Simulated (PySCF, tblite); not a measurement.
**A complex of carbon dioxide and 2 × methanol**

A gas-phase complex of carbon dioxide and 2 × methanol; neutral, singlet. The structure comes from a short search (6 tight-binding starts) and was relaxed by PBE0-D3(BJ)/def2-SVPD; another way of binding may lie lower. No frequency run checks that it is a minimum.

| part | name | SMILES | atoms | charge | multiplicity |
| --- | --- | --- | --- | --- | --- |
| 1 | carbon dioxide | O=C=O | 1–3 | 0 | 1 |
| 2 | methanol | CO | 4–9 | 0 | 1 |
| 3 | methanol | CO | 10–15 | 0 | 1 |

Coordinates in Å:
```
O1      0.501    0.226    0.067
C2     -0.529    0.362   -0.443
O3     -1.559    0.562   -0.942
C4     -1.489   -3.290   -1.327
O5     -0.568   -2.277   -0.977
H6     -2.359   -2.797   -1.777
H7     -1.827   -3.859   -0.445
H8     -1.063   -3.992   -2.063
H9      0.224   -2.670   -0.606
C10    -4.612   -0.295   -3.036
O11    -3.865   -1.011   -2.088
H12    -5.417   -0.953   -3.390
H13    -4.005    0.002   -3.910
H14    -5.075    0.610   -2.607
H15    -3.158   -0.455   -1.747
```

Contacts between parts, classed by geometry: H15···O3 2.059 Å (hydrogen bond, 174°); H6···O11 2.357 Å (C–H hydrogen bond, 154°).

Interaction energies are complex less parts, with the parts frozen as they stand in it; counterpoise-corrected, in kcal/mol (PySCF).

**Question.** Give the interaction energy at each level run.

**Answer.** 
```tsv
level	interaction	superposition error removed
wB97M-D3(BJ)/def2-SVPD	-7.64	-1.64
PBE0-D3(BJ)/def2-SVPD	-7.60	-1.63
```

**Question.** What holds them together? Decompose the wB97M-D3(BJ)/def2-SVPD energy: frozen parts, their antisymmetrised product, then relaxation.

**Answer.** electrostatic -11.8, Pauli repulsion +10.3, orbital relaxation -5.3, dispersion correction -2.4 kcal/mol, which sum to the value before the counterpoise correction; the Pauli term holds the exchange-correlation of the frozen density too. Of the attraction, 60 % is electrostatic, 27 % is orbital relaxation, 12 % is dispersion correction.

The orbital term holds the superposition error of 1.6 kcal/mol.

**Question.** Are the pair energies additive?

**Answer.** The pairs sum to -7.23 kcal/mol (1–2 -3.5, 1–3 -1.8, 2–3 -1.9); the rest of -0.41 is a many-body strengthening.

The parts were also relaxed and run alone, at the levels used for the complex: shieldings by PBE0/pcSseg-1; core levels by delta-SCF with SCAN, pcX-2 on the ionised atom and pcseg-1 elsewhere, spin-free X2C.

Values alone: O11–H15 bond (Å): 0.960; shielding of H15 (ppm): 32.07; shielding of O3 (ppm): 209.6; shielding of H6 (ppm): 27.76; shielding of O11 (ppm): 332.0; O3 1s core level (eV): 541.30; C4 1s core level (eV): 292.45; O11 1s core level (eV): 539.01.

**Question.** What does binding change?

**Answer.** 
```tsv
property	alone	in the complex	change
O11–H15 bond (Å)	0.960	0.962	+0.003
shielding of H15 (ppm)	32.07	30.46	-1.60
shielding of O3 (ppm)	209.6	211.4	+1.8
shielding of H6 (ppm)	27.76	26.94	-0.82
shielding of O11 (ppm)	332.0	336.1	+4.1
O3 1s core level (eV)	541.30	540.78	-0.52
C4 1s core level (eV)	292.45	292.14	-0.31
O11 1s core level (eV)	539.01	538.40	-0.60
```

The 4 runs behind this took 4 min in all, one thread each of Arm Neoverse V1 on a shared host, launched as `OMP_NUM_THREADS=1 python cluster_run.py task.json out`.
